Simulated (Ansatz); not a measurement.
The same path of C₂H₂FNO₂ (8 atoms, charge 0, multiplicity 1) was run twice with different band settings. The coordinate that changes most is the dihedral H7–O1–C2–C5.

Method: RKS r2SCAN-D4/def2-SVP in Ansatz.

Relaxed end points:

```xyz
8
Properties=species:S:1:pos:R:3
O 1.304 -0.506 0.293
C -0.020 -0.208 0.099
O -0.803 -1.171 0.634
N -0.412 0.416 -1.270
C -0.545 1.079 -0.210
F -0.970 2.288 0.094
H 1.833 0.041 -0.304
H -0.294 -1.997 0.608
```

```xyz
8
Properties=species:S:1:pos:R:3
O 1.381 -0.291 -0.314
C 0.047 -0.111 -0.038
O -0.480 -1.055 0.801
N -0.762 0.349 -1.245
C -0.634 1.118 -0.261
F -1.014 2.331 0.058
H 1.828 -0.474 0.525
H -0.274 -1.924 0.417
```

Common settings: movable images 7; climbing image yes; optimiser quadratic models (default); start path through a guess of the saddle point; force threshold 0.03 eV/Å; iteration limit 60; end points relaxed.

| run | spring |
| --- | --- |
| 1 | 5.0 eV/Å² |
| 2 | 50.0 eV/Å² |

(1) What does each run give, and how far can it be trusted?

Answers

(1) Run 1: converged after 14 iterations, highest image 0.135 eV above the first end. A vibrational analysis at the climbing image gives one clearly imaginary mode, 281i cm⁻¹: a first-order saddle point.
Run 2: converged after 16 iterations, highest image 0.135 eV above the first end. Another band between the same ends (7 images) ends at a top of the same energy, where a vibrational analysis finds 1 clearly imaginary mode.
